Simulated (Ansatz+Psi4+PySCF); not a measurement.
Results of a calculation; reference values are marked as such.
## PySCF 2.14.0 run

```python
from pyscf import gto, scf, mp

mol = gto.M(atom="""
H -0.542900 1.359500 -0.728100
C -0.009900 0.689500 -0.078000
C 0.609900 -0.089500 0.678000
H 1.142900 -0.759500 1.328100
""", basis='cc-pvtz', charge=1, spin=1)
mf = scf.UHF(mol)
mf.kernel()
pt = mp.MP2(mf, frozen=2).run()
print(mf.e_tot, pt.e_corr, pt.e_tot)
```

The script is written out from the run's settings.

Results

```json
{"Converged": "yes", "Reference energy": "-76.48964 hartree", "Correlation energy": "-0.24838 hartree", "Total energy": "-76.73802 hartree", "Spin squared of the determinant": "0.755"}
```

Messages of the program:
```
WARN: beta  nocc = 6  HOMO -0.287745862937384 >= LUMO -0.287745862512745
WARN: HOMO -0.287745862512745 >= LUMO -0.287745862512745
WARN: beta  nocc = 6  HOMO -0.287745862937384 >= LUMO -0.287745862512745
WARN: HOMO -0.287745862512745 >= LUMO -0.287745862512745
```

Caution: MP2 on this radical cation hangs on the determinant chosen.
